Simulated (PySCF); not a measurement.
## Assigning NMR signals

Geometry:
| atom | x (Å) | y (Å) | z (Å) |
| --- | --- | --- | --- |
| C1 | -0.766 | 0.913 | 0.956 |
| C2 | -0.067 | 0.011 | -0.045 |
| C3 | 0.226 | -1.364 | 0.559 |
| C4 | 1.237 | 0.638 | -0.541 |
| C5 | -0.938 | -0.221 | -1.260 |
| O6 | -2.040 | 0.219 | -1.429 |
| H7 | -1.707 | 0.472 | 1.291 |
| H8 | -0.129 | 1.073 | 1.829 |
| H9 | -0.998 | 1.883 | 0.514 |
| H10 | 0.677 | -2.036 | -0.177 |
| H11 | -0.686 | -1.834 | 0.936 |
| H12 | 0.926 | -1.262 | 1.391 |
| H13 | 1.063 | 1.630 | -0.964 |
| H14 | 1.939 | 0.741 | 0.289 |
| H15 | 1.712 | 0.018 | -1.306 |
| H16 | -0.462 | -0.866 | -2.035 |

- geometry: PBE0-D3(BJ)/def2-TZVP
- shielding tensors at B97-2/pcSseg-2 (GIAO)
- run in PySCF
- one conformer, relativity neglected, equivalent nuclei averaged, gas phase

References, each an isolated molecule treated in the same way: ¹³C (σ = 185.38 ppm) and ¹H (σ = 31.64 ppm) vs TMS.

Question: Assign these signals to the numbered atoms. ¹³C{¹H} NMR (computed): δ 212.6 (CH), 46.5 (C), 25.1 (CH3).

Answer: 
```tsv
δ (ppm)	atoms	environment	reason
212.6	C5	aldehyde carbonyl carbon	the double bond to the heteroatom, with no lone-pair donor beside it, deshields it most
46.5	C2	quaternary sp3 carbon α to a carbonyl	the adjacent C=O deshields it moderately
25.1	C1/C3/C4	methyl carbon	a saturated carbon with 1 carbon neighbour and no heteroatom attached
```

Question: Assign these signals to the numbered atoms. ¹H NMR (400 MHz, computed): δ 9.80 (s, 1H), 1.00 (s, 9H).

Answer: 
```tsv
δ (ppm)	atoms	environment	reason
9.80	H16	hydrogen on an aldehyde carbonyl carbon	the formyl region, downfield of aromatic protons
1.00	H7/H8/H9/H10/H11/H12/H13/H14/H15	hydrogen on a methyl carbon	–
```

Shifts are as computed. Against solution values, carbons near 30 ppm lie about +3 ppm off and those near 130 ppm about +7 ppm. Of 1211 compounds with measured shifts, 218 miss one by over three times the rms of a fit or turn the order of signals round; such compounds aren't used in these exercises. Multiplicities follow the n + 1 count of equivalent neighbours, as no J values were calculated; m marks all less simple cases, F and P coupling included.
